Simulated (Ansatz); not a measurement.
Run this with the Python package of Ansatz (0.2.0) and show what comes out.

Script `ch4b2.py`:
```python
import itertools
import logging
import sys

import ansatz as az
from ase.data import atomic_numbers, covalent_radii
import numpy as np

logging.basicConfig(stream=sys.stdout, format="%(levelname)s %(message)s")
log = logging.getLogger("calc")
log.setLevel(logging.INFO)

geometry_ang = [
    ("B", (-0.8523, -0.4481, -0.3197)),
    ("B", (0.4316, 0.6782, -0.6323)),
    ("C", (0.2573, -0.1966, 0.6149)),
    ("H", (-1.852, -0.8978, -0.6318)),
    ("H", (1.014, 1.4685, -1.3054)),
    ("H", (0.0413, 0.3795, 1.5511)),
    ("H", (1.0213, -1.0517, 0.6774)),
]
mol = az.Crystal.molecule()
for symbol, xyz in geometry_ang:
    mol = mol.atom(symbol, xyz)

job = (
    mol.calculation()
    .basis(gaussian="def2-SVP")
    .functional("CAM-B3LYP")
    .accuracy("medium")
)
symbols = [site.symbol for site in mol.cartesian_sites]
start = np.array([site.position_ang for site in mol.cartesian_sites], dtype=float)
r = job.relax(force_tolerance=0.01).run(threads=1).report
end = np.array(r["positions_ang"])

minimum = az.Crystal.molecule()
for symbol, place in zip(symbols, end):
    minimum = minimum.atom(symbol, place.tolist())
ion = (
    minimum.calculation()
    .basis(gaussian="def2-SVP")
    .functional("CAM-B3LYP")
    .accuracy("medium")
    .charge(1)
    .spin("collinear", total=1)
)
vertical = ion.run(threads=1).report
settled = ion.relax(force_tolerance=0.01, max_steps=80).run(threads=1).report
log.info(f"vertical ionisation energy   {vertical['free_energy_ev'] - r['free_energy_ev']:.3f} eV")
log.info(f"adiabatic, no zero point     {settled['free_energy_ev'] - r['free_energy_ev']:.3f} eV")
log.info(f"relaxation energy of the ion {vertical['free_energy_ev'] - settled['free_energy_ev']:.3f} eV")
ionised = np.array(settled["positions_ang"])
radius = [covalent_radii[atomic_numbers[s]] for s in symbols]
span = lambda where, i, j: np.linalg.norm(where[i] - where[j])
bonded = [(i, j) for i, j in itertools.combinations(range(len(symbols)), 2) if min(span(end, i, j), span(ionised, i, j)) < 1.2 * (radius[i] + radius[j])]
log.info("pair        before    after (A)")
for i, j in bonded:
    print(f"{symbols[i]}{i}-{symbols[j]}{j}".ljust(10), f"{span(end, i, j):8.4f} {span(ionised, i, j):8.4f}")
for first, second in list(itertools.combinations(bonded, 2)):
    shared = set(first) & set(second)
    if shared and symbols[(j := shared.pop())] != "H":
        i, k = sorted((set(first) | set(second)) - {j})
        u, v = ionised[i] - ionised[j], ionised[k] - ionised[j]
        angle = np.degrees(np.arccos(np.clip(u @ v / np.linalg.norm(u) / np.linalg.norm(v), -1, 1)))
        log.info(f"final angle {symbols[i]}{i}-{symbols[j]}{j}-{symbols[k]}{k}: {angle:.2f} deg")
```

`python ch4b2.py` gives:
```text
INFO vertical ionisation energy   9.987 eV
INFO adiabatic, no zero point     8.805 eV
INFO relaxation energy of the ion 1.183 eV
INFO pair        before    after (A)
B0-B1        1.5476   1.9236
B0-C2        1.4693   1.4936
B0-H3        1.1906   1.1873
B1-C2        1.6016   1.4936
B1-H4        1.1966   1.1873
C2-H5        1.0935   1.1045
C2-H6        1.1433   1.1302
INFO final angle B1-B0-C2: 49.91 deg
INFO final angle B1-B0-H3: 141.84 deg
INFO final angle B0-B1-C2: 49.91 deg
INFO final angle B0-B1-H4: 141.84 deg
INFO final angle C2-B0-H3: 168.23 deg
INFO final angle B0-C2-B1: 80.18 deg
INFO final angle B0-C2-H5: 129.53 deg
INFO final angle B0-C2-H6: 99.19 deg
INFO final angle C2-B1-H4: 168.23 deg
INFO final angle B1-C2-H5: 129.54 deg
INFO final angle B1-C2-H6: 99.17 deg
INFO final angle H5-C2-H6: 111.65 deg
```

Reading the output:
- These settings explore the input space; basis and method may be short of convergence.
- The energies are electronic: no zero-point or thermal terms, and the basis set is short of its limit. The product may relax into another structure. The relaxation finds the nearest minimum, so the adiabatic value is an upper bound.
- Run time: 49 s on 1 thread of Intel(R) Xeon(R) 6975P-C (Granite Rapids), on a shared host, peak memory 0.23 GiB.

(Lines on the test bed's own set-up are left out of the output.)
